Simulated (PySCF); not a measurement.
Reaction (SMILES): C#N (CH-N) → [C-]#[NH+] (C-NH)
B3LYP-D3(BJ)/def2-TZVP geometries, fixed; electronic energies without zero-point terms.
Largest species:
```
C
N 1 1.1462
H 1 1.0667 2 180.00
```

Effect of the grid level at B3LYP/aug-cc-pVTZ with PySCF, against the last row, where the isomerisation energy is 13.99 kcal/mol.

```csv
setting,"grid points, largest species",largest shift of a total energy (mEh),shift of the isomerisation energy (kcal/mol)
grids.level: 0,2768,1.676,-0.346
grids.level: 1,12776,0.006,0.002
grids.level: 2,27576,0.000,0.000
grids.level: 3,37832,0.000,0.000
grids.level: 4,72192,0.000,0.000
grids.level: 5,108632,0.000,0.000
grids.level: 7,221568,0.000,0.000
```

Within 0.3 kcal/mol in the isomerisation energy: grids.level: 1; grids.level: 2; grids.level: 3; grids.level: 4; grids.level: 5. The largest shift is 1.676 mEh in a total energy and 0.346 kcal/mol in the difference.
